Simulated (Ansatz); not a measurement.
Born–Oppenheimer molecular dynamics of CH6Si (8 atoms, charge 0, multiplicity 1). It starts at the highest image of a converged band, a first-order saddle point between two minima.

Level of theory: RKS PBE0/cc-pVDZ (Ansatz 0.2.0).

```
ensemble                      : NVE (velocity Verlet)
time step                     : 0.5 fs
steps asked                   : 200
starting velocities drawn for : 300 K
seed                          : 2459
```

First frame:

```xyz
8
Properties=species:S:1:pos:R:3
Si 0.130 0.167 -0.509
H 0.699 -0.194 1.030
H 1.463 -0.002 0.262
H -0.628 1.190 0.291
C -0.819 -1.491 -0.612
H -1.546 -1.635 0.198
H -1.352 -1.529 -1.575
H -0.099 -2.324 -0.607
```

Task: How far do the bonds stretch over the last three quarters of this one trajectory? (Pairs bonded in most of those frames.)

Result: 
| bond | mean (Å) | spread (Å) | shortest | longest |
| --- | --- | --- | --- | --- |
| Si1–H2 | 1.541 | 0.048 | 1.44 | 1.66 |
| Si1–H3 | 1.554 | 0.087 | 1.42 | 1.71 |
| Si1–H4 | 1.527 | 0.044 | 1.44 | 1.61 |
| Si1–C5 | 1.921 | 0.056 | 1.79 | 1.97 |
| C5–H6 | 1.108 | 0.016 | 1.08 | 1.14 |
| C5–H7 | 1.114 | 0.031 | 1.05 | 1.18 |
| C5–H8 | 1.108 | 0.025 | 1.06 | 1.17 |

Mean temperature of the second half: 1743 K. The conserved energy stayed within 0.33 meV per atom of its start (net change -0.22 meV per atom), so the integration is sound. The kinetic energy rose, since the run started high on the potential surface and went downhill. A run of 0.1 ps of so small a system gives no equilibrium averages. The orbitals stay closed-shell, which can raise the energy where a bond breaks towards radicals; this wasn't checked here.

The run took 4.2 min on 1 thread of Arm Neoverse V2 (shared host), peak memory 0.1 GiB.
